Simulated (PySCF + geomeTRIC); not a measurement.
Computed with PySCF + geomeTRIC with B3LYP-D3(BJ)/def2-TZVP. fastk is a local helper that only speeds up exchange builds. No frequencies were computed at this level.

```python
import json, numpy as np
from pyscf import gto, dft
from fastk import lowrank_exchange
atoms = """
F      1.217129     0.035878    -0.478897
C      0.003429    -0.008189     0.057711
F     -0.616950     1.133821    -0.214137
F     -0.671859    -0.998507    -0.513441
H      0.068251    -0.163004     1.148766
"""
def scf(charge, spin, dm0=None):
    mol = gto.M(atom=atoms, basis='def2-tzvp', ecp={}, charge=charge, spin=spin, verbose=3, max_memory=3780)
    mf = dft.KS(mol, xc='b3lyp').density_fit(auxbasis="def2-universal-jkfit")
    mf.disp = 'd3bj'
    mf.grids.level = 3
    mf.conv_tol = 1e-8
    mf.max_cycle = 60
    mf.kernel(dm0)
    if not mf.converged:
        mf = mf.newton().run(mf.mo_coeff, mf.mo_occ).undo_soscf()
    return mf
mf = scf(0, 0)
from pyscf.geomopt.geometric_solver import kernel as optimize
path = []
done, mol = optimize(mf, maxsteps=80, assert_convergence=False, callback=lambda env: path.append((env["energy"], bool(env["g_scanner"].converged))))
res = dict(converged=bool(done and path[-1][1]), energy=path[-1][0], path=[e for e, c in path], xyz=mol.atom_coords(unit="Angstrom").tolist(), nao=mol.nao)
json.dump(res, open("result.json", "w"))
```

Output:

```
converged SCF energy = -338.39596457514
Geometry optimization cycle 1
converged SCF energy = -338.395964574575
cycle 1: E = -338.395964575  dE = -338.396  norm(grad) = 0.0281334
Geometry optimization cycle 2
converged SCF energy = -338.396451371748
cycle 2: E = -338.396451372  dE = -0.000486797  norm(grad) = 0.00779824
Geometry optimization cycle 3
converged SCF energy = -338.396489275807
cycle 3: E = -338.396489276  dE = -3.79041e-05  norm(grad) = 0.00423435
Geometry optimization cycle 4
converged SCF energy = -338.396502762557
cycle 4: E = -338.396502763  dE = -1.34867e-05  norm(grad) = 0.000484617
Geometry optimization cycle 5
converged SCF energy = -338.396505375145
cycle 5: E = -338.396505375  dE = -2.61259e-06  norm(grad) = 0.000654315
Geometry optimization cycle 6
converged SCF energy = -338.396502380416
cycle 6: E = -338.39650238  dE = 2.99473e-06  norm(grad) = 0.00452479
Geometry optimization cycle 7
converged SCF energy = -338.396512383926
cycle 7: E = -338.396512384  dE = -1.00035e-05  norm(grad) = 0.00255181
Geometry optimization cycle 8
converged SCF energy = -338.396517063536
cycle 8: E = -338.396517064  dE = -4.67961e-06  norm(grad) = 0.000330885
Geometry optimization cycle 9
converged SCF energy = -338.396516948184
cycle 9: E = -338.396516948  dE = 1.15351e-07  norm(grad) = 0.00012714
<class 'geometric.internal.Distance'> : 4
<class 'geometric.internal.Angle'> : 6
<class 'geometric.internal.TranslationX'> : 1
<class 'geometric.internal.TranslationY'> : 1
<class 'geometric.internal.TranslationZ'> : 1
<class 'geometric.internal.RotationA'> : 1
<class 'geometric.internal.RotationB'> : 1
<class 'geometric.internal.RotationC'> : 1
Step    0 : Gradient = 1.258e-02/1.678e-02 (rms/max) Energy = -338.3959645746
Step    1 : Displace = 1.261e-02/1.443e-02 (rms/max) Trust = 1.000e-01 (=) Grad = 3.487e-03/6.829e-03 (rms/max) E (change) = -338.3964513717 (-4.868e-04) Quality = 0.978
Step    2 : Displace = 5.665e-03/8.086e-03 (rms/max) Trust = 1.414e-01 (+) Grad = 1.894e-03/3.762e-03 (rms/max) E (change) = -338.3964892758 (-3.790e-05) Quality = 0.505
Step    3 : Displace = 1.641e-03/2.501e-03 (rms/max) Trust = 1.414e-01 (=) Grad = 2.167e-04/3.555e-04 (rms/max) E (change) = -338.3965027626 (-1.349e-05) Quality = 1.047
Step    4 : Displace = 4.341e-04/6.447e-04 (rms/max) Trust = 2.000e-01 (+) Grad = 2.926e-04/5.194e-04 (rms/max) E (change) = -338.3965053751 (-2.613e-06) Quality = 0.654
Step    5 : Displace = 1.665e-03/2.504e-03 (rms/max) Trust = 2.000e-01 (=) Grad = 2.024e-03/3.979e-03 (rms/max) E (change) = -338.3965023804 (+2.995e-06) Quality = -0.101
Step    6 : Displace = 8.705e-04/1.296e-03 (rms/max) Trust = 8.327e-04 (-) Grad = 1.140e-03/2.259e-03 (rms/max) E (change) = -338.3965123839 (-1.000e-05) Quality = 1.481
Step    7 : Displace = 1.275e-03/1.872e-03 (rms/max) Trust = 1.178e-03 (+) Grad = 1.340e-04/2.557e-04 (rms/max) E (change) = -338.3965170635 (-4.680e-06) Quality = 0.844
Step    8 : Displace = 1.759e-04/2.357e-04 (rms/max) Trust = 1.665e-03 (+) Grad = 2.024e-05/2.870e-05 (rms/max) E (change) = -338.3965169482 (+1.154e-07) Quality = -0.627
Converged! =D
```

Cost: about 60 core-seconds (a rough figure).
